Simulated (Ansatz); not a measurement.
# BH4+ (triplet): wave-function methods side by side, def2-TZVPP

An exercise on one series of results from a longer session: the logs are not shown, and one member is left open.

Computed with Ansatz 0.2.0, Gaussian basis. Level: def2-TZVPP, core rule «outside noble gas», up to 1 orbitals frozen.

The runs, in order: UHF; ROHF; CCSD(T) on UHF.

2 further runs of the same task are left out: 2 set aside as unsound or not needed.

**The geometry**

The geometry is a PBE0/def2-TZVP stationary point (not a proven minimum) of the parent state, kept for this charge and spin.

5 atoms, charge 1, spin multiplicity 3.

Atoms are counted from 1 here; the program's logs count them from 0.

Bond lengths: B1–H2 1.220 Å, B1–H3 1.220 Å, B1–H4 1.220 Å, B1–H5 1.220 Å. Angles: H2–B1–H3 96.8°, H2–B1–H4 96.8°, H2–B1–H5 139.9°, H3–B1–H4 139.9°, H3–B1–H5 96.8°, H4–B1–H5 96.8°.

Set-up of the first run:

File in.yaml:

```yaml
crystal:
  periodic: [false, false, false]
  atoms:
    - {symbol: B, position_ang: [0.000000, 0.000000, 0.000000]}
    - {symbol: H, position_ang: [0.414685, 0.812495, 0.810653]}
    - {symbol: H, position_ang: [-0.424327, -0.807694, 0.810461]}
    - {symbol: H, position_ang: [-0.412812, 0.808646, -0.815443]}
    - {symbol: H, position_ang: [0.422454, -0.813448, -0.805671]}
basis:
  gaussian: {orbitals: def2-TZVPP}
total_charge: 1
magnetization: {spin_polarized: true, initial_magnetization: 2}
hamiltonian: {xc: hf}
output: {orbitals: {seedname: orbitals}}
```

Launch:

```bash
$ ansatz run in.yaml --threads 1 --pin off --events-out ev --progress --plain --max-ram 4096MiB --backend cpu
```

Steps of the session up to this table: UHF; ROHF; CCSD(T) on UHF.

One of the session's tables, all rows but one given; the rest of the session is left out.

| method | from UCCSD(T) (kcal/mol) |
| --- | --- |
| ROHF | +83.12 |
| UHF | +78.71 |
| UMP2 | ? |
| UCCSD | +2.06 |
| UCCSD(T) | 0 |

Estimate the missing values for UMP2.

As computed: from UCCSD(T) (kcal/mol): +16.59. In the column «from UCCSD(T) (kcal/mol)» it lies between UCCSD (+2.06) and UHF (+78.71).
